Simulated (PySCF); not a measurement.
PH3, optimised at PBE0/def2-TZVP:

```xyz
4

P     -0.2147     0.0730     0.1079
H      0.0772     0.4562    -1.2277
H      0.0709    -1.2954    -0.1409
H      1.1045     0.3463     0.5560
```

Computed with PySCF (xtb for GFN2) and rigid-rotor harmonic-oscillator thermochemistry at 1 bar. 6-31G* has spherical d functions here. All species are closed-shell singlets. B3LYP is the form with VWN-RPA correlation.

Task: List the harmonic frequencies (cm⁻¹, unscaled) at this level and at the other levels, each on its own geometry.

Result: 
- PBE0/def2-TZVP: 1004, 1134, 1134, 2410, 2422, 2422
- B3LYP/6-31G*: 1056, 1170, 1170, 2405, 2419, 2419
- GFN2-xTB: 1132, 1151, 1151, 2283, 2392, 2392
- HF/6-31G*: 1140, 1272, 1272, 2598, 2598, 2604
- PBE/def2-SVP: 982, 1084, 1084, 2317, 2338, 2338
